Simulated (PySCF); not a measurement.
Molecule (SMILES): Cl (HCl).
Geometry (B3LYP-D3(BJ)/def2-TZVP, fixed):
```xyz
2

Cl     0.0000     0.0000    -0.0712
H      0.0000     0.0000     1.2108
```
Charge 0, spin multiplicity 1.

How fast the isotropic shielding of H2 converges with the basis for several methods (PySCF): deviation from each method's own reference, in ppm. References: HF 30.17 ppm, the value in pcSseg-3; PBE 31.08 ppm, the value in pcSseg-3; PBE0 30.69 ppm, the value in pcSseg-3. All functions are spherical. No added dispersion term, no relativity. GIAO; atoms are numbered in the order shown.

```csv
basis,functions,HF,PBE,PBE0
3-21G,15,2.53,2.04,2.16
pcSseg-0,15,2.17,1.77,1.85
6-31G**,23,0.16,0.18,0.13
6-31+G*,24,1.44,0.98,1.10
6-311G**,32,0.26,0.23,0.22
def2-SVPD,35,0.58,0.61,0.59
def2-TZVPP,56,0.05,0.06,0.05
pcSseg-2,57,-0.08,-0.11,-0.10
jun-cc-pV(T+d)Z,62,0.14,0.13,0.13
aug-pcseg-2,73,0.17,0.14,0.15
cc-pV(Q+d)Z,94,0.06,0.05,0.04
def2-QZVPP,100,0.06,0.05,0.05
```

Mean absolute deviation over 6-311G**, def2-TZVPP, pcSseg-2, jun-cc-pV(T+d)Z, aug-pcseg-2: PBE0 0.13, PBE 0.13, HF 0.14 ppm.
